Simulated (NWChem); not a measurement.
# LiH; SMILES [LiH]

```xyz
2

Li     0.0000     0.0000     0.4552
H      0.0000     0.0000    -1.1424
```
Atoms are numbered in this order, from 1.

Results from NWChem. Coordinates come from a PBE0/def2-SVP optimisation. Ions are spin-unrestricted doublets at the neutral geometry; other ion states weren't tried.

**Question.** Predict the results for PBE/def2-SVP. Quantities: vertical ionisation energy, ΔSCF (eV); −ε(HOMO) (eV).

**Answer.** 
```json
{
 "vertical ionisation energy, ΔSCF (eV)": "8.00",
 "−ε(HOMO) (eV)": "4.28"
}
```
